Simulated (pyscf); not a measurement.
Structures and frequencies: ωB97X-D3(BJ)/def2-SVP in PySCF.

Q: For O=SnH–OH -> O=Sn=O + H₂, an elimination (singlet surface; H–Sn, H–O broken, H–H formed), PBE/def2-TZVP gives ΔE‡ = 2.45 eV and ΔE = +1.59 eV (zero: the reactant's lowest minimum found). In which direction and how far do r²SCAN/def2-TZVP, B3LYP-D3(BJ)/def2-TZVP, ωB97M-D3(BJ)/def2-TZVP move these?

A: r²SCAN: ΔE‡ = 2.68 eV, ΔE = +1.78 eV; B3LYP-D3(BJ): ΔE‡ = 2.77 eV, ΔE = +1.79 eV; ωB97M-D3(BJ): ΔE‡ = 2.97 eV, ΔE = +2.02 eV. PBE's barrier lies under all of them, by 0.22 to 0.51 eV. Its reaction energy lies under all of them, by 0.19 to 0.44 eV. Much of the shift in the barrier follows the reaction energy. On the reactant side the descent ends in a point that may be a rotor saddle (no frequency run), 0.12 eV over the lowest minimum found and 2.86 eV under the saddle at ωB97X-D3(BJ)/def2-TZVP. At the saddle there is also a short H–Sn contact that neither side keeps. The same reactants have a lower exit, to O=Sn: [singlet] + H₂O (barrier +1.62 eV at ωB97M-D3(BJ)/def2-TZVP, against +2.97 eV here). O=SnH–OH lies 2.85 eV over its isomer HO–Sn:–OH [singlet] (electronic energy, ωB97M-D3(BJ)/def2-TZVP). One saddle was located; it need not be the lowest between these sides. Elements past Kr carry the def2 core potentials, without spin-orbit coupling.
